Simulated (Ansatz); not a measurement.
# C3H6FNO: the cost of one run

Method: UKS PBE0/STO-3G, in Ansatz 0.2.0.

### Step 1. The system as given

Bond lengths: C1–C2 1.528 Å, C2–N3 1.431 Å, C2–F4 1.318 Å, C2–C5 1.520 Å, C5–O6 1.248 Å, C1–H7 1.044 Å, C1–H8 1.102 Å, C1–H9 1.097 Å, N3–H10 1.039 Å, N3–H11 1.053 Å, C5–H12 1.095 Å. Angles (14 of 18 angles, heavy atoms first): C1–C2–N3 109.1°, C1–C2–F4 108.2°, C1–C2–C5 112.0°, N3–C2–F4 103.3°, N3–C2–C5 108.7°, F4–C2–C5 115.1°, C2–C5–O6 124.9°, C2–C1–H7 113.8°, C2–C1–H8 107.7°, C2–C1–H9 108.3°, C2–N3–H10 108.5°, C2–N3–H11 107.4°, C2–C5–H12 116.0°, O6–C5–H12 118.8°.

Structure file:

```xyz
12

C    -0.0046   -0.7575   -1.1144
C    -0.1073   -0.1183    0.2692
N     1.2102    0.1330    0.7678
F    -0.5800   -1.0204    1.1051
C    -0.8735    1.1941    0.2342
O    -1.7539    1.5291    1.0521
H     0.5060   -1.6680   -1.1217
H    -1.0285   -0.8961   -1.4970
H     0.4373   -0.0247   -1.8007
H     1.7003   -0.7770    0.8785
H     1.1153    0.4273    1.7744
H    -0.5443    1.9231   -0.5137
```

### Step 2. Preparing the start

input.yaml

```yaml
crystal:
  periodic: [false, false, false]
  atoms:
    - { symbol: C, position_ang: [-0.0046, -0.7575, -1.1144] }
    - { symbol: C, position_ang: [-0.1073, -0.1183, 0.2692] }
    - { symbol: "N", position_ang: [1.2102, 0.133, 0.7678] }
    - { symbol: F, position_ang: [-0.58, -1.0204, 1.1051] }
    - { symbol: C, position_ang: [-0.8735, 1.1941, 0.2342] }
    - { symbol: O, position_ang: [-1.7539, 1.5291, 1.0521] }
    - { symbol: H, position_ang: [0.506, -1.668, -1.1217] }
    - { symbol: H, position_ang: [-1.0285, -0.8961, -1.497] }
    - { symbol: H, position_ang: [0.4373, -0.0247, -1.8007] }
    - { symbol: H, position_ang: [1.7003, -0.777, 0.8785] }
    - { symbol: H, position_ang: [1.1153, 0.4273, 1.7744] }
    - { symbol: H, position_ang: [-0.5443, 1.9231, -0.5137] }
magnetization:
  spin_polarized: true
basis:
  gaussian: { orbitals: STO-3G }
hamiltonian:
  xc: pbe0
relax:
  f_tol: 0.02
  max_steps: 40
output:
  orbitals: {}
```

Started as:

```console
ansatz run input.yaml --threads 1 --pin off --max-ram 2048MiB --backend cpu --events-out ev --progress --plain --runs-dir out
```

Q: Estimate wall time and peak memory on 1 thread of Arm Neoverse V1, shared host.

About 85 s, with a peak of 0.17 GiB.
